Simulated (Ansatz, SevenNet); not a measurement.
For zinc-blende CdS (metastable phase), the machine-learned potential SevenNet-l3i5 (trained on PBE and PBE+U data) gives:

| Property | Value |
|---|---|
| lattice constant a | 5.940 Å |
| zone-centre TO phonon frequency | 215 cm⁻¹ |
| elastic constant C11 | 65.3 GPa |
| elastic constant C44 | 22.0 GPa |
| Voigt–Reuss–Hill shear modulus | 15.3 GPa |

What does PBE0 (Ansatz, a program for electronic structure, plane waves, PAW) give for the same quantities?


- lattice constant a: 5.881 Å (drops by 1.0 %)
- zone-centre TO phonon frequency: 228 cm⁻¹ (rises by 6.0 %)
- elastic constant C11: 74.3 GPa (rises by 14 %)
- elastic constant C44: 27.8 GPa (goes up by 26 %)
- Voigt–Reuss–Hill shear modulus: 18.9 GPa (grows by 24 %)

For comparison: lattice constant a 5.832 Å (measured, room temperature, no zero-point or thermal correction, our sources range from 5.818 to 5.832; as tabulated in arXiv:1206.3780).

Changes are worked out from the printed values.

Unless a cell is named, each level is at its own relaxed cell (SevenNet-l3i5 26.20, PBE0 25.42 Å³/atom).

Ansatz's density-functional and Hartree–Fock values are scalar-relativistic unless marked +SOC, with PAW data made under PBE.
